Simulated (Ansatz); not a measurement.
The cluster B₂C⁻ was relaxed with PBE0-D4 (def2-TZVPD) in Ansatz in these states: charge -1 doublet, charge -1 quartet. The geometries follow in no particular order.

A:

```xyz
3

B    -0.475   -0.794    0.027
B     0.790    0.173   -0.450
C    -0.315    0.620    0.423
```

B:

```xyz
3

B    -0.3266    0.6327    0.6269
B    -0.3972   -0.5421   -0.6695
C     0.7237   -0.0905    0.0426
```

Task: Judge from the bond lengths which geometry belongs to which state (an estimate).

Result: A is the charge -1 quartet (B1–B2 1.663 Å, B2–C3 1.477 Å, B1–C3 1.477 Å); B is the charge -1 doublet (B1–B2 1.751 Å, B2–C3 1.403 Å, B1–C3 1.403 Å).

At PBE0-D4/def2-TZVPD the highest occupied level of the charge -1 quartet lies above zero (up to 0.77 eV). It is a level of α spin, whose loss leaves a triplet; that state wasn't run at this geometry and level. The electron is either unbound and held by the finite basis, or the level is raised by self-interaction error. At PBE0-D4/def2-TZVPD a doublet lies 1.48 eV below the charge -1 quartet. These are the stationary points nearest to one start from a short search; other shapes may lie lower in each state.
